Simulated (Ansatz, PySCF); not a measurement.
Breaking a bond: Li2, singlet.

UHF/def2-TZVP (Ansatz, a program for electronic structure); RHF/def2-TZVP (Ansatz); UKS-B3LYP = unrestricted B3LYP/def2-TZVP run with Ansatz; RKS-B3LYP = restricted B3LYP/def2-TZVP (Ansatz); UKS-PBE = unrestricted PBE/def2-TZVP (Ansatz); RKS-PBE = restricted PBE/def2-TZVP in Ansatz; UKS-B3LYP/6-31G* = unrestricted B3LYP/6-31G*, spherical d run with PySCF; RKS-B3LYP/6-31G* = PySCF with restricted B3LYP/6-31G*, spherical d; UKS-B3LYP/3-21G = unrestricted B3LYP/3-21G run with PySCF 2.14.0; RKS-B3LYP/3-21G = PySCF with restricted B3LYP/3-21G.

Scanned distances (Å): 2.08, 2.17, 2.38, 2.46, 2.59, 2.67, 2.74, 2.84, 2.96, 2.99, 3.14, 3.43, 3.70, 4.11, 4.54, 5.01, 5.45, 6.05, 6.75, 7.38, 8.18.

### Question
Where does the unrestricted solution first break spin symmetry (<S²> of 0.01 or more)?

### Answer
UHF: already at 2.08 Å; UKS-B3LYP: between 3.70 and 4.11 Å; UKS-PBE: between 3.14 and 3.43 Å; UKS-B3LYP/6-31G*: between 3.43 and 3.70 Å; UKS-B3LYP/3-21G: between 3.70 and 4.11 Å.

```csv
R / Å,<S²> UHF,E(RHF) − E(UHF) / eV,<S²> UKS-B3LYP,E(RKS-B3LYP) − E(UKS-B3LYP) / eV,<S²> UKS-PBE,E(RKS-PBE) − E(UKS-PBE) / eV,<S²> UKS-B3LYP/6-31G*,E(RKS-B3LYP/6-31G*) − E(UKS-B3LYP/6-31G*) / eV,<S²> UKS-B3LYP/3-21G,E(RKS-B3LYP/3-21G) − E(UKS-B3LYP/3-21G) / eV…
2.08,0.39,0.063,0.00,0.000,0.00,0.000,0.00,0.000,0.00,0.000
2.17,0.34,0.048,0.00,0.000,0.00,0.000,0.00,0.000,0.00,0.000
2.38,0.25,0.024,0.00,0.000,0.00,0.000,0.00,0.000,0.00,0.000
2.46,0.22,0.017,0.00,0.000,0.00,0.000,0.00,0.000,0.00,0.000
2.59,0.17,0.010,0.00,0.000,0.00,0.000,0.00,0.000,0.00,0.000
2.67,0.20,0.012,0.00,0.000,0.00,0.000,0.00,0.000,0.00,0.000
2.74,0.24,0.018,0.00,0.000,0.00,0.000,0.00,0.000,0.00,0.000
2.84,0.31,0.031,0.00,0.000,0.00,0.000,0.00,0.000,0.00,0.000
2.96,0.39,0.052,0.00,0.000,0.00,0.000,0.00,0.000,0.00,0.000
2.99,0.40,0.058,0.00,0.000,0.00,0.000,0.00,0.000,0.00,0.000
3.14,0.49,0.095,0.00,0.000,0.00,0.000,0.00,0.000,0.00,0.000
3.43,0.64,0.190,0.00,0.000,0.03,0.000,0.00,0.000,0.00,0.000
3.70,0.74,0.303,0.00,0.000,0.20,0.009,0.04,0.000,0.00,0.000
4.11,0.85,0.505,0.42,0.029,0.43,0.042,0.44,0.034,0.37,0.019
4.54,0.92,0.731,0.69,0.102,0.65,0.098,0.69,0.109,0.66,0.085
5.01,0.96,0.972,0.85,0.204,0.82,0.176,0.85,0.213,0.83,0.182
5.45,0.98,1.182,0.93,0.302,0.92,0.254,0.93,0.312,0.92,0.277
6.05,0.99,1.432,0.97,0.421,0.97,0.355,0.97,0.433,0.97,0.393
6.75,1.00,1.673,0.99,0.527,0.99,0.446,0.99,0.541,0.99,0.497
7.38,1.00,1.847,1.00,0.595,1.00,0.501,1.00,0.611,1.00,0.564
8.18,1.00,2.017,1.00,0.653,1.00,0.542,0.00,—,1.00,0.622
```

Dashes: no converged value, or the column stops at the first point that the program doubted or that broke a chosen test of continuity, which isn't proof of a fault.
